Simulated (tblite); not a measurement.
Species: C5H9P.
Structure used (GFN2-xTB), in Å, numbered top down from 1:
```xyz
15
C5H9P angstrom
C      3.0164    0.2263   -0.1241
C      2.0516   -0.3430    0.5754
C      0.6108    0.0176    0.4678
P     -0.3686   -1.3988   -0.3099
C     -1.9343   -0.8130   -0.3176
C     -2.5083    0.4782    0.1519
H      2.8150    1.0171   -0.8289
H      4.0460   -0.0707   -0.0220
H      2.2799   -1.1388    1.2733
H      0.4849    0.9103   -0.1494
H      0.1973    0.1975    1.4643
H     -2.6654   -1.4935   -0.7398
H     -1.7599    1.1412    0.5755
H     -2.9968    0.9899   -0.6791
H     -3.2730    0.2875    0.9068
```

All values are computed: GFN2-xTB (tblite) harmonic vibrations without scaling, gas phase. The method is semi-empirical: single wavenumbers can be off by several per cent or more. One conformer, not necessarily the lowest.

Harmonic wavenumbers (cm⁻¹): 34.5, 67.4, 75.4, 157.6, 244.1, 257.7, 394.0, 433.1, 585.4, 723.8, 745.9, 807.7, 856.1, 890.9, 950.3, 1001.6, 1016.5, 1032.6, 1060.3, 1158.9, 1184.7, 1191.5, 1291.6, 1361.4, 1393.6, 1407.7, 1431.7, 1475.7, 1488.7, 1710.7, 2933.1, 2953.6, 2972.6, 2991.6, 3025.1, 3051.4, 3057.2, 3095.1, 3126.0.

A = 6775, B = 1387, C = 1223 MHz; mass 100.044 u (most abundant isotopes); point group C1, symmetry number 1.

**Question.** Zero-point energy?

**Answer.** Half the sum of the wavenumbers: 26818 cm⁻¹ = 320.82 kJ/mol.

**Question.** Entropy at 400 K, 1 bar (ideal gas, RRHO, classical rotation)?

**Answer.** Translation 172.40, rotation 119.68, vibration 131.13: S = 423.2 J/(mol K).

**Question.** And Cp and H(400 K) − H(0)?

**Answer.** Cp = 155.46 J/(mol K), of which vibrations give 122.21 (their classical limit is 39 R = 324.3); H(400 K) − H(0) = 38.61 kJ/mol without the zero-point energy, 25.31 from vibrations.

**Question.** What must be added to the electronic energy to get the Gibbs energy at 400 K and 1 bar?

**Answer.** ZPE + [H(400 K) − H(0)] − T·S = 320.82 + 38.61 − 169.29 = 190.14 kJ/mol.

**Question.** How do the functions run with temperature in this model?

**Answer.** 
| T (K) | S (J/(mol K)) | Cp (J/(mol K)) | H − H(0) (kJ/mol) | G − H(0) (kJ/mol) | ln q(vib) |
| --- | --- | --- | --- | --- | --- |
| 150 | 313.5 | 82.5 | 9.15 | -37.87 | 3.16 |
| 250 | 361.7 | 109.6 | 18.71 | -71.72 | 5.25 |
| 298.15 | 382.3 | 124.4 | 24.34 | -89.63 | 6.20 |
| 600 | 496.1 | 204.6 | 74.91 | -222.77 | 11.90 |
| 900 | 589.0 | 252.8 | 144.08 | -385.98 | 17.21 |

q(vib) and H(0) count from the zero-point level.

**Question.** Blend soft modes into free rotors: weight 1/[1 + (100 cm⁻¹/ν̃)⁴] for the oscillator and the rest for a rotor with moment μB/(μ + B), μ = h/(8π²ν), B = 10⁻⁴⁴ kg m². What vibrational entropy results?

**Answer.** 114.85 J/(mol K) in place of 131.13, which changes −T·S at 400 K by +6.51 kJ/mol.

**Question.** Which modes carry the vibrational entropy at 400 K?

**Answer.** 34.5 cm⁻¹: 25.67; 67.4 cm⁻¹: 20.12; 75.4 cm⁻¹: 19.19; 157.6 cm⁻¹: 13.14; 244.1 cm⁻¹: 9.66; 257.7 cm⁻¹: 9.24 J/(mol K); the other 33 give 34.12 together.

Hindered rotation and anharmonicity are outside this model. Other conformers, if any are populated, would add a mixing term that is left out. The structure is chiral; the term R ln 2 for an equal mix with its mirror image is left out.
